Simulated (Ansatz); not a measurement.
# C2H6FNO2: a ladder of functionals and wavefunction methods

Aim: compute C2H6FNO2 with functionals from several rungs and with coupled cluster, and see how far each lands from CCSD(T) at the basis-set limit for the atomisation energy.

The runs use Ansatz 0.2.0, Gaussian basis; functionals in def2-TZVPP, the program's frozen cores in correlated methods.

Plan: LDA (SPW92), PBE-D4, revPBE-D4, BLYP-D4, r2SCAN-D4, B97M-V, PBE0-D4, B3LYP-D4, r2SCANh-D4, r2SCAN0-D4, HSE06-D4, BHLYP-D4, CAM-B3LYP-D4, LC-ωPBE, ωB97X-V, ωB97M-V, B2PLYP, PBE-QIDH; CCSD(T)/def2-SVP; CCSD(T)/def2-TZVPP; MP2/def2-QZVPP; extrapolation to the limit; RPA on PBE.

**1. Structure used throughout**

All runs share one geometry, relaxed beforehand with PBE0-D4 in a triple-zeta def2 set.

12 atoms, charge 0, spin multiplicity 1.

Atoms are counted from 1 here; the program's logs count them from 0.

Bond lengths: C1–N2 1.451 Å, C1–H7 1.090 Å, C1–H8 1.090 Å, C1–H9 1.096 Å, N2–C3 1.407 Å, N2–H10 1.010 Å, C3–O4 1.381 Å, C3–O5 1.373 Å, C3–F6 1.385 Å, O4–H11 0.963 Å, O5–H12 0.963 Å. Angles: N2–C1–H7 108.7°, N2–C1–H8 109.3°, N2–C1–H9 113.6°, H7–C1–H8 108.0°, H7–C1–H9 109.0°, H8–C1–H9 108.1°, C1–N2–C3 115.9°, C1–N2–H10 112.8°, C3–N2–H10 109.4°, N2–C3–O4 112.4°, N2–C3–O5 107.0°, N2–C3–F6 113.1°, O4–C3–O5 113.4°, O4–C3–F6 102.8°, O5–C3–F6 108.1°, C3–O4–H11 106.0°, C3–O5–H12 107.0°.

Geometry (Å):

```
atom    x (Å)    y (Å)    z (Å)
  C1   0.2573  -1.2518   0.9729
  N2   0.6980  -0.3247  -0.0523
  C3  -0.1945   0.7182  -0.3625
  O4  -1.3539   0.2595  -0.9557
  O5   0.4943   1.6205  -1.1347
  F6  -0.6644   1.3817   0.7589
  H7   0.9746  -2.0706   1.0362
  H8  -0.7084  -1.6714   0.6896
  H9   0.1520  -0.7929   1.9623
 H10   1.6125   0.0616   0.1359
 H11  -1.0749  -0.3208  -1.6718
 H12  -0.1156   2.3355  -1.3449
```

**2. LDA**

This LDA is Slater exchange with PW92 correlation.

File in.yaml:

```yaml
crystal:
  periodic: [false, false, false]
  atoms:
    - {symbol: C, position_ang: [0.257265, -1.251817, 0.972928]}
    - {symbol: N, position_ang: [0.697953, -0.324749, -0.052288]}
    - {symbol: C, position_ang: [-0.194477, 0.718200, -0.362531]}
    - {symbol: O, position_ang: [-1.353891, 0.259523, -0.955750]}
    - {symbol: O, position_ang: [0.494300, 1.620485, -1.134726]}
    - {symbol: F, position_ang: [-0.664389, 1.381715, 0.758937]}
    - {symbol: H, position_ang: [0.974597, -2.070567, 1.036194]}
    - {symbol: H, position_ang: [-0.708385, -1.671360, 0.689623]}
    - {symbol: H, position_ang: [0.152029, -0.792862, 1.962314]}
    - {symbol: H, position_ang: [1.612494, 0.061587, 0.135918]}
    - {symbol: H, position_ang: [-1.074883, -0.320831, -1.671796]}
    - {symbol: H, position_ang: [-0.115610, 2.335476, -1.344922]}
basis:
  gaussian: {orbitals: def2-TZVPP}
hamiltonian: {xc: lda}
output: {orbitals: {seedname: orbitals}}
```

The run is started by

```sh
> ansatz run in.yaml --threads 4 --pin off --events-out ev --progress --plain --max-ram 10444MiB
```

After this run come: PBE-D4 (GGA); revPBE-D4 (GGA); BLYP-D4 (GGA); r2SCAN-D4 (meta-GGA); B97M-V (meta-GGA); B3LYP-D4 (hybrid); r2SCANh-D4 (hybrid); r2SCAN0-D4 (hybrid); HSE06-D4 (hybrid); BHLYP-D4 (hybrid); CAM-B3LYP-D4 (range-separated); LC-ωPBE (range-separated); ωB97X-V (range-separated); ωB97M-V (range-separated); B2PLYP (double hybrid); PBE-QIDH (double hybrid); CCSD(T) in def2-SVP; CCSD(T) in def2-TZVPP; MP2 in def2-QZVPP; RPA on PBE orbitals.

Q: Predict the results of all the runs planned. Wanted: atomisation energy, CCSD(T)/CBS; farthest beyond LDA; mean size of error, GGA; mean size of error, meta-GGA; mean size of error, hybrid; mean size of error, range-separated; mean size of error, double hybrid; gap, smallest and largest; T1 diagnostic.

As calculated:

| quantity | value |
| --- | --- |
| atomisation energy, CCSD(T)/CBS | 4642.8 kJ/mol |
| functionals within 23.2 kJ/mol (0.5 %) | revPBE-D4, BLYP-D4, r2SCAN-D4, B97M-V, PBE0-D4, B3LYP-D4, HSE06-D4, LC-ωPBE, ωB97X-V, ωB97M-V |
| farthest beyond LDA | BHLYP-D4 (-216.9 kJ/mol) |
| mean size of error, GGA | 55.4 kJ/mol |
| mean size of error, meta-GGA | 9.4 kJ/mol |
| mean size of error, hybrid | 67.0 kJ/mol |
| mean size of error, range-separated | 17.6 kJ/mol |
| mean size of error, double hybrid | 53.9 kJ/mol |
| gap, smallest and largest | 5.89 eV (BLYP-D4), 13.39 eV (LC-ωPBE) |
| T1 diagnostic | 0.0108 |
| triples share of the correlation energy | 3.5 % |

What this shows: The LDA atomisation energy is off by 854.8 kJ/mol (18 %): it overbinds. PBE-D4 misses by +148.3 kJ/mol. Double hybrids carry the basis error of their MP2 part in triple zeta, and no dispersion term here, so their miss is partly the set-up's. The rungs meta-GGA, range-separated miss on average by less than the doubt on the reference (23.2 kJ/mol), so they tie. Misses under about 23.2 kJ/mol are within the doubt on the reference itself, which lacks core-valence correlation, relativity and higher excitations. Hartree-Fock recovers 67 % of the binding; the rest is correlation. CCSD(T) in def2-SVP is off by -258.5 kJ/mol, which most functionals beat. The gap grows from 5.9 to 13.4 eV across the functionals, mostly with the share of exact exchange.
